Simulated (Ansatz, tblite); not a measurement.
Cost and result up the ladder for AlH2Et (C₂H₇Al) (10 atoms). The state is a singlet with charge 0. Geometry: PBE0-D4/def2-TZVP.

```xyz
10

Al   -1.463    0.798    0.073
H    -1.828    1.749   -1.151
H    -2.648    0.183    0.940
C     0.405    0.342    0.456
C     0.894   -0.863   -0.360
H     0.522    0.132    1.525
H     1.042    1.208    0.242
H     1.940   -1.103   -0.144
H     0.312   -1.764   -0.146
H     0.826   -0.681   -1.437
```

Ansatz on 4 threads of Arm Neoverse V2 on a shared host; xTB runs through tblite on one thread. Times are rough, summed over both states, and most runs start from the orbitals of an earlier one. PBE0-D4/def2-TZVP serves as the yardstick here, not as an exact answer. The other state is a doublet.

The xTB rows come from tblite. HOMO above LUMO, or a gap near zero within one spin, warns that the state may not be the lowest or that an electron is smeared out.

Raw xTB energies of ions are shifted by several eV.

```csv
level,functions,wall time,vertical IE (eV),difference from PBE0-D4/def2-TZVP (eV),remarks
GFN2-xTB,24,0.005 s,13.41,3.76,–
GFN1-xTB,31,0.007 s,14.24,4.59,–
PBE-D4/def2-TZVP,141,2.2 s,9.44,-0.21,gap within one spin near zero (+1 doublet)
PBE0-D4/def2-TZVP,141,2.5 s,9.65,0.00,–
r2SCAN-D4/def2-TZVP (with forces),141,5.2 s,9.50,-0.15,–
```
